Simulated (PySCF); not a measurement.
## Removing an electron from `C=CC=C`

Species: C₄H₆.
Z-matrix (Å and degrees, PBE0-D3(BJ)/def2-SVP geometry), rows numbered from 1:
```
C 
C   1  1.3399
C   2  1.4543  1  124.16
C   3  1.3399  2  124.39  1   179.72
H   1  1.0947  2  121.19  3     0.09
H   1  1.0922  2  121.64  3  -179.98
H   2  1.0969  1  119.40  3  -179.97
H   3  1.0970  2  116.32  1    -0.24
H   4  1.0925  3  121.42  2   179.97
H   4  1.0947  3  121.33  2     0.08
```

Level: CAM-B3LYP/def2-SVPD (PySCF). Frontier orbitals with their largest atomic shares (Löwdin; up to four atoms above 4 %):

```csv
orbital,ε (eV),main atoms
HOMO−3,-12.34,"C1 21 %, C4 21 %, H5 11 %, H10 11 %"
HOMO−2,-11.22,"C3 21 %, C2 21 %, C4 11 %, C1 11 %"
HOMO−1,-10.83,"C2 28 %, C3 28 %, C1 16 %, C4 16 %"
HOMO,-8.06,?
LUMO,0.19,"C1 25 %, C4 25 %, C2 16 %, C3 16 %"
LUMO+1,1.73,"C4 21 %, C1 21 %, C3 11 %, C2 11 %"
LUMO+2,1.95,"C4 16 %, C1 16 %, H10 16 %, H5 16 %"
```

**Question.** What vertical ionisation energy does ΔSCF give, and how far is −ε(HOMO) from it?

**Answer.** ΔSCF: 8.96 eV (864 kJ/mol; threshold wavelength 138 nm); ⟨S²⟩ of the doublet left behind is 0.783, against 0.75 for a pure doublet. −ε(HOMO) is 8.06 eV, 0.90 eV below it. In exact Kohn–Sham theory the two would be equal; CAM-B3LYP (range-separated hybrid) falls short of its own ΔSCF value by 10 %.

**Question.** On which atoms does the HOMO lie?

**Answer.** C4 (terminal =CH2 carbon) 25 %, C1 (terminal =CH2 carbon) 25 %, C3 (alkene CH carbon) 19 %, C2 (alkene CH carbon) 19 %, so no atom holds as much as 40 %. The HOMO−1 lies 2.77 eV lower.

**Question.** With α = 55.2 au, estimate the like-pair dispersion coefficient by London's formula C6 = (3/4)α²I.

**Answer.** I = 0.3292 Eh, so C6 ≈ 752 au, a rough estimate.

**Question.** How many of the 10 lowest singlet excitations (vertical TDDFT, same level) lie below the ionisation energy?

**Answer.** All 10; they run from 5.93 to 8.49 eV.

**Question.** Shift the occupied levels rigidly so that −ε(HOMO) equals the ΔSCF value. What binding energies result?

**Answer.** The shift is +0.90 eV: HOMO 8.96, HOMO−1 11.73, HOMO−2 12.12, HOMO−3 13.24 eV. A rigid shift is only a rough guide to the deeper ionisations.

**Question.** What kinetic energy would electrons from this vertical process carry with He II light (40.814 eV)?

**Answer.** 40.81 − 8.96 = 31.85 eV.

The structure is a single PBE0-D3(BJ)/def2-SVP conformer in the gas phase; no vibrational or solvent corrections.
